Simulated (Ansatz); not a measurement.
```yaml
crystal:
  periodic: [false, false, false]
  atoms:
    - {symbol: B, position_ang: [-1.282684, -0.011638, -0.001943]}
    - {symbol: P, position_ang: [0.569669, 0.005169, 0.000863]}
    - {symbol: H, position_ang: [-1.883148, 0.994563, -0.005882]}
    - {symbol: H, position_ang: [-1.864801, -1.028568, 0.000205]}
basis:
  gaussian: {orbitals: def2-TZVP}
magnetization: {spin_polarized: true, initial_magnetization: 2}
hamiltonian: {xc: pbe0}
relax: {f_tol: 0.004, max_steps: 80}
```

```sh
$ ansatz run in.yaml --threads 1 --pin off --events-out ev --progress --plain --max-ram 2176MiB
```

Steps of the relaxation (energy above the last step; positions in Å, forces in eV/Å):

```
4
step 1, 27.9 meV
B    -1.283   -0.012   -0.002    0.042    0.000    0.000
P     0.570    0.005    0.001    0.668    0.006    0.001
H    -1.883    0.995   -0.006   -0.360    0.542   -0.002
H    -1.865   -1.029    0.000   -0.350   -0.548    0.001
```

```
4
step 2, 3.9 meV
B    -1.281   -0.012   -0.002   -0.098   -0.001    0.000
P     0.590    0.005    0.001    0.298    0.003    0.000
H    -1.894    1.008   -0.006   -0.101    0.158   -0.001
H    -1.876   -1.042    0.000   -0.099   -0.160    0.000
```

```
4
step 3, 0.0 meV
B    -1.282   -0.012   -0.002   -0.036    0.000    0.000
P     0.604    0.005    0.001    0.023    0.000    0.000
H    -1.901    1.014   -0.006    0.007    0.005    0.000
H    -1.882   -1.048    0.000    0.007   -0.005    0.000
```

```
4
step 5, 0.0 meV
B    -1.283   -0.012   -0.002    0.000    0.000    0.000
P     0.604    0.005    0.001    0.000    0.000    0.000
H    -1.900    1.015   -0.006    0.000    0.000    0.000
H    -1.881   -1.049    0.000    0.000    0.000    0.000
```

Close pairs at the end: B1–H4 1.197 Å, B1–H3 1.197 Å, B1–P2 1.888 Å.

A stationary point of unrestricted PBE0 after 5 steps, with ⟨S²⟩ = 2.008 against 2.00 for a pure state; no frequencies were run, so it isn't proven a minimum. 9 s on 1 thread of Arm Neoverse V2, shared host.
